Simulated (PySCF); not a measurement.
Nuclear quadrupole coupling in AlH

Species: AlH (singlet state).
Numbering: `[AlH:1]` (hydrogens: H2 on Al1)

Field gradients from the PBE0/pcSseg-1 density (PySCF, non-relativistic), principal values in atomic units, ordered |Vxx| ≤ |Vyy| ≤ |Vzz|:

```json
{"atom": "Al1", "Vxx": "0.7582", "Vyy": "0.7582", "Vzz": "-1.5164"}
```

**Question.** Find the asymmetry η = (Vxx − Vyy)/Vzz and the couplings χ = eQV/h (234.96 MHz × Q in barn × V in au), with Q(27Al) = 0.1466 b.

**Answer.** 
```tsv
atom	environment	nucleus	η	χzz (MHz)	χxx (MHz)	χyy (MHz)
Al1	aluminium bonded to H	27Al	0.00	-52.23	26.12	26.12
```

The gradient is axial or nearly so (η below 0.05) at Al1. The tensor is traceless: Vxx + Vyy + Vzz = 0.

**Question.** What is Vzz at Al1 in SI units (1 au = 9.71736 × 10²¹ V/m²)?

**Answer.** -1.5164 au = -14.735 × 10²¹ V/m².

Geometry: PBE0-D3(BJ)/def2-SVP; no solvent, vibrations or thermal averaging. With a basis this small, the couplings can be 20 % off.
